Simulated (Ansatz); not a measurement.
```xyz
4

O     0.6010   -1.6500    0.0000
O    -0.6010   -1.6500    0.0000
O     0.0000    1.6500    0.6010
O     0.0000    1.6500   -0.6010
```

Basis set: pcseg-2 (spherical functions). Charge 0, multiplicity 5.

Computed with Ansatz (development build ahead of 0.2.0); each method stands on the lowest determinant of its kind that the runs found. Restricted functionals stand beside restricted open-shell atoms, which can lie above the unrestricted atoms usual in DFT and then raise those values.

The atomization energy at this shape (free ground-state atoms in the same class of orbitals less the molecule, no zero-point energy) of quintet O₄:

| method | atomization energy |
| --- | --- |
| PBE (unrestricted) | 286.66 kcal/mol |
| PBE (restricted open-shell) | 289.60 kcal/mol |

Task: What does PBE0 (unrestricted) give?

Result: 248.21 kcal/mol. Caution: other spin multiplicities may lie lower.

The shape needn't be a minimum at these levels.
